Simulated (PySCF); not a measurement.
Species: protonated nitrous oxide, HN₂O (charge +1).
SMILES: `N#[N+]O`

Level of theory: TDDFT B3LYP/def2-SVPD, vertical, gas phase, core orbitals frozen in the response (PySCF 2.14.0, density-fitted response routines). Geometry: GFN2-xTB; no solvent, vibrations or thermal averaging.

Each state is given a Gaussian of 0.4 eV full width at half maximum, with ε(max) = 2.175×10⁸ f / Δν̃ (Δν̃ the width in cm⁻¹). The width is an assumption, not a result. The curve ends short of the highest state used, and states not computed would add to its high-energy end.

E (eV), ε (L mol⁻¹ cm⁻¹) and a bar:
```
     6.78          0 
     6.91          0 
     7.03          0 
     7.16          1 
     7.28          2 
     7.41          2 
     7.53          1 
     7.66          1 
     7.78          0 
     7.91          1 
     8.03          6 
     8.16         21 
     8.28         41 
     8.40         47 
     8.53         32 
     8.65         14 
     8.78          6 
     8.90          7 
     9.03          9 
     9.15          7 
     9.28          3 
     9.40          1 
     9.53          0 
     9.65          0 
     9.77          1 
     9.90         12 
    10.02         98 #
    10.15        561 ####
    10.27       1681 #############
    10.40       3246 #########################
    10.52       3880 ##############################
    10.65       3479 ###########################
    10.77       2923 #######################
    10.90       2789 ######################
    11.02       3265 #########################
    11.15       3441 ###########################
```

(1) Locate the maxima and give the states behind the curve.

(2) Coming from long wavelengths, where does ε first pass 100 L mol⁻¹ cm⁻¹?

## Answers

(1) 148 nm (8.38 eV), ε about 48, made up of S2 (100%); 137 nm (9.03 eV), ε about 8.8, made up of S3 (100%); 118 nm (10.53 eV), ε about 3900, made up of S5 (82%) and S6 (18%); 112 nm (11.11 eV), ε about 3500, made up of S7 (93%) (ε in L mol⁻¹ cm⁻¹; maxima over ε = 5, shares over 10%). The states used: S1 7.38 eV (f 0.0000); S2 8.38 eV (f 0.0007); S3 9.03 eV (f 0.0001); S4 9.78 eV (f 0.0000); S5 10.47 eV (f 0.049); S6 10.76 eV (f 0.028); S7 11.13 eV (f 0.049); S8 11.75 eV (f 0.270).

(2) At about 124 nm (10.02 eV), 2.64 eV above S1.
